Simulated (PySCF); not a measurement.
## Assignment exercise: C$_{4}$H$_{6}$O

Structure with atom numbers: `[O:1]=[C:2]1[CH2:3][CH2:4][CH2:5]1`. Each H is labelled by its parent atom.

A single conformation, averaged over atoms made equivalent by symmetry, fast rotation or ring inversion, isolated molecule, non-relativistic. B3LYP/pcJ-2 coupling constants (without the spin–dipole term); PBE0-D3(BJ)/def2-TZVP structure; GIAO PBE0/pcSseg-2 shieldings; PySCF 2.14.0 with density-fitted response routines.

δ = σ(ref) − σ, references computed at the same level: $^{13}$C, $^{1}$H vs TMS.

Task: Assign these signals to the numbered atoms. $^{13}$C{$^{1}$H} NMR (computed): δ 220.0, 50.5, 11.4.

Result: 
| δ (ppm) | atoms | environment | reason |
| --- | --- | --- | --- |
| 220.0 | C2 | ketone carbonyl carbon | low-lying n→π* states of the double bond to the heteroatom give a large paramagnetic term (-286 ppm) |
| 50.5 | C3/C5 | sp3 CH2 α to a carbonyl | the adjacent C=O deshields it moderately |
| 11.4 | C4 | sp3 CH2 in a ring | aliphatic region, no heteroatom directly attached |

Task: Assign these signals to the numbered atoms. $^{1}$H NMR (300 MHz, computed): δ 3.10 (m, 4H), 1.91 (m, 2H).

Result: 
```tsv
δ (ppm)	atoms	environment	reason
3.10	H(C3)/H(C5)	hydrogen on an sp3 CH2 α to a carbonyl	α to C=O
1.91	H(C4)	hydrogen on an sp3 CH2 in a ring	–
```

Splittings below 1 Hz are ignored in the labels, and close J values are merged. Couplings among chemically equivalent protons are left out too, so labels in AA′BB′ or AA′XX′ sets are apparent multiplicities. Shifts are as computed. Against solution values, carbons near 30 ppm lie about +3 ppm off and those near 130 ppm about +9 ppm. Of 1309 compounds with measured shifts, 239 miss one by over three times the rms of a fit or turn the order of signals round; such compounds aren't used in these exercises. Vicinal couplings across rotatable single bonds and in flexible rings belong to the one computed conformer; a conformer average would change them.
